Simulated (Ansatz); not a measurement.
The first iterations of a band of CH5Al (7 atoms, charge 0, multiplicity 1).

The calculation used Ansatz 0.2.0, RKS r2SCAN-D4/def2-SVP.

* movable images: 7
* climbing image: yes
* spring: 5.0 eV/Å²
* optimiser: quadratic models (default)
* start path: through a guess of the saddle point
* force threshold: 0.05 eV/Å
* iteration limit: 60
* end points: relaxed

Initial state:

```xyz
7
Properties=species:S:1:pos:R:3
Al 0.003 0.695 0.802
C -0.032 -0.578 -0.680
H 1.404 1.142 1.418
H -1.334 1.298 1.423
H 0.602 -0.233 -1.516
H 0.396 -1.548 -0.367
H -1.039 -0.776 -1.080
```

Final state:

```xyz
7
Properties=species:S:1:pos:R:3
Al -0.135 0.723 2.409
C 0.327 -0.352 -0.789
H 0.795 0.577 -0.431
H -1.515 1.043 1.536
H 0.990 -0.820 -1.529
H 0.182 -1.052 0.048
H -0.644 -0.120 -1.244
```

| iteration | highest image above the first end (eV) | largest band force component (eV/Å) |
| --- | --- | --- |
| 1 | 3.749 | 5.813 |
| 2 | 3.276 | 2.222 |
| 3 | 2.879 | 0.978 |
| 4 | 3.179 | 1.377 |

Task: Does the band converge within its limit, and where does its top end?

Result: The forces met the threshold. It ended after 13 iterations with the highest image 3.015 eV above the first end. Neighbouring images differ by up to 1.6 eV, so the band resolves the path poorly. A vibrational analysis at the climbing image gives one clearly imaginary mode, 1199i cm⁻¹: a first-order saddle point. The orbitals stay closed-shell, which can raise the energy where a bond breaks towards radicals; this wasn't checked here.

Run time: 3.2 min on 1 thread of Arm Neoverse V1, with other jobs on the host, peak memory 0.11 GiB.
